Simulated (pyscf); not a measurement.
silane (SiH₄) + difluorosilylene (F–Si:–F) [singlet] → F–SiH(F)–SiH₃ (insertion; singlet surface; H–Si broken, Si–Si, H–Si formed). Structures and frequencies: ωB97X-D3(BJ)/def2-SVP in PySCF. Correlated levels are frozen-core, on RHF or UHF. ΔMP2 is the change of the MP2 total energy from the triple- to the quadruple-zeta basis. Energies in kcal/mol from the separated reactants.

```csv
level,barrier,reaction energy
PBE/def2-TZVP,21.9,-29.4
r²SCAN/def2-TZVP,20.3,-34.5
M06-2X/def2-TZVP,27.0,-29.9
HF/def2-TZVP,39.5,-29.2
CCSD/def2-TZVPP,30.5,-29.2
CCSD(T)/def2-TZVPP,28.7,-29.3
CCSD(T)/def2-TZVPP + ΔMP2(QZVPP),(withheld),(withheld)
```

Problem. Complete the blanks.

Solution. 
- CCSD(T)/def2-TZVPP + ΔMP2(QZVPP), barrier: 27.8
- CCSD(T)/def2-TZVPP + ΔMP2(QZVPP), reaction energy: -30.1

Of the functionals in the table, M06-2X is closest to CCSD(T)/def2-TZVPP + ΔMP2(QZVPP) in the barrier (0.8 kcal/mol apart) and r²SCAN least close (7.5 kcal/mol); that level has limits of its own. One saddle was located; it need not be the lowest between these sides. The CCSD(T) − MP2 part came from Ansatz, without density fitting, on the same reference.
